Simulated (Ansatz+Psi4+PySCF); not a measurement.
The numbers below are computed, except where a source is named.
Input for PySCF 2.14.0:

```python
from pyscf import gto, scf, mp

mol = gto.M(atom="""
N 0.000000 0.000000 0.000000
O 0.000000 1.132220 0.480600
O 0.000000 -1.076990 0.457160
""", basis='cc-pvtz', charge=0, spin=1)
mf = scf.UHF(mol)
mf.kernel()
pt = mp.MP2(mf, frozen=3).run()
print(mf.e_tot, pt.e_corr, pt.e_tot)
```

The script is written out from the run's settings.

Output:

```
Converged                       : yes
Reference energy                : -204.10719 hartree
Correlation energy              : -0.66512 hartree
Total energy                    : -204.77231 hartree
Spin squared of the determinant : 0.813
```

Messages of the program:
```
WARN: HOMO -0.156249060529882 >= LUMO -0.156249060529882
WARN: HOMO -0.156249060529882 >= LUMO -0.156249060529882
```
